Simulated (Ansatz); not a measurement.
We consider 2H WSe2, described by PBE in Ansatz (plane waves, PAW).

Settings: plane-wave cutoff 500 eV, 18×18×4 k mesh (along the axes of the cell as run), Fermi–Dirac smearing 0.05 eV, no spin polarisation, scalar-relativistic PAW data made under PBE.

Cell (relaxed at this level):

```yaml
crystal:
  lattice:
    - [3.32068, 0.00000, 0.00000]
    - [-1.66034, 2.87580, 0.00000]
    - [0.00000, 0.00000, 15.13596]
  atoms:
    - { symbol: W, position: [0.66667, 0.33333, 0.75000] }
    - { symbol: W, position: [0.33333, 0.66667, 0.25000] }
    - { symbol: Se, position: [0.33333, 0.66667, 0.86087] }
    - { symbol: Se, position: [0.66667, 0.33333, 0.13913] }
    - { symbol: Se, position: [0.66667, 0.33333, 0.36087] }
    - { symbol: Se, position: [0.33333, 0.66667, 0.63913] }
```

Q: Predict the band gap.

A: 
- band gap: 1.46 eV (on the SCF k mesh)

Measured, for comparison: band gap 1.2 eV (room temperature, no zero-point or thermal correction, bulk 2H; as tabulated in Bastos et al. (2019), arXiv:1903.08112).

Note: the cell comes from a level without a dispersion term, which matters for the spacing of layers, chains or molecules; the cell has widely spaced layers and the level no dispersion term, so their spacing and the moduli can rest on weak binding.

Spin–orbit coupling is not included.

Static lattice: no zero-point or thermal effects.

Ansatz is an electronic-structure program.
